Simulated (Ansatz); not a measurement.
**SiH4 (singlet): wave-function methods side by side at distance H1–H2 along a hydrogen transfer = 0.838 Å, cc-pVTZ**

An exercise on one series of results from a longer session: the logs are not shown, and one member is left open.

Method: cc-pVTZ, core rule «outside noble gas», up to 5 orbitals frozen; program: Ansatz 0.2.0, Gaussian basis.

To be run: UHF; CCSD(T) on RHF; CCSD(T) on UHF; BCCD(T) on RHF; CISD; CCSDT(Q) on RHF; CASSCF and NEVPT2, 8 electrons in 8 orbitals.

8 further runs of the same task are left out: 1 for a mislabelled method, 6 that didn't finish, 1 set aside as unsound or not needed.

### The geometry

The geometry derives from fragments relaxed apart (PBE0/def2-TZVP) and kept rigid, so it is no stationary point. A hydrogen atom is moved between rigid fragments.

5 atoms, charge 0, spin multiplicity 1.

Atoms are counted from 1 here; the program's logs count them from 0.

Bond lengths: H1–H2 0.838 Å, Si3–H4 1.526 Å, Si3–H5 1.526 Å. Angles: H4–Si3–H5 91.2°.

Geometry (Å):

```xyz
5

H    -2.72084    0.05488    0.00000
H    -1.88284    0.05488    0.00000
Si    0.11316    0.05488    0.00000
H     0.72534   -0.81941    1.09001
H     0.72534   -0.81941   -1.09001
```

Set-up of the first run:

File in.yaml:

```yaml
crystal:
  periodic: [false, false, false]
  atoms:
    - {symbol: H, position_ang: [-2.720844, 0.054876, 0.000000]}
    - {symbol: H, position_ang: [-1.882844, 0.054876, 0.000000]}
    - {symbol: Si, position_ang: [0.113156, 0.054876, 0.000000]}
    - {symbol: H, position_ang: [0.725337, -0.819409, 1.090012]}
    - {symbol: H, position_ang: [0.725337, -0.819409, -1.090012]}
basis:
  gaussian: {orbitals: cc-pVTZ}
magnetization: {spin_polarized: true, initial_magnetization: 0}
hamiltonian: {xc: hf}
output: {orbitals: {seedname: orbitals}}
```

On the command line:

```sh
$ ansatz run in.yaml --threads 1 --pin off --events-out ev --progress --plain --max-ram 2393MiB
```

Among the steps run: UHF; CCSD(T) on RHF; CCSD(T) on UHF; BCCD(T) on RHF; CISD; CCSDT(Q) on RHF; CASSCF and NEVPT2, 8 electrons in 8 orbitals.

One of the session's tables, all rows but one given; the rest of the session is left out.

| method | from RCCSDT(Q) (kJ/mol) |
| --- | --- |
| RHF | +498.2 |
| UHF | +487.7 |
| RMP2 | +107.1 |
| UMP2 | +125.8 |
| CISD | +47.7 |
| RCCSD | +16.1 |
| UCCSD | +18.4 |
| RCCSD(T) | +3.1 |
| UCCSD(T) | +4.4 |
| BCCD(T) | +3.1 |
| RCCSDT | +0.5 |
| RCCSDT(Q) | 0 |
| CASSCF valence | +308.9 |
| NEVPT2 valence | ? |

Estimate the missing values for NEVPT2 valence.

The run gave: from RCCSDT(Q) (kJ/mol): +94.5. In the column «from RCCSDT(Q) (kJ/mol)» it lies between CISD (+47.7) and RMP2 (+107.1).

Limits of these values: Warnings: restricted reference is unstable; spin contamination. Restricted and unrestricted rows rest on different reference determinants; where their highest levels disagree by more than a few hundredths of an eV, they describe different states and don't form one ladder.
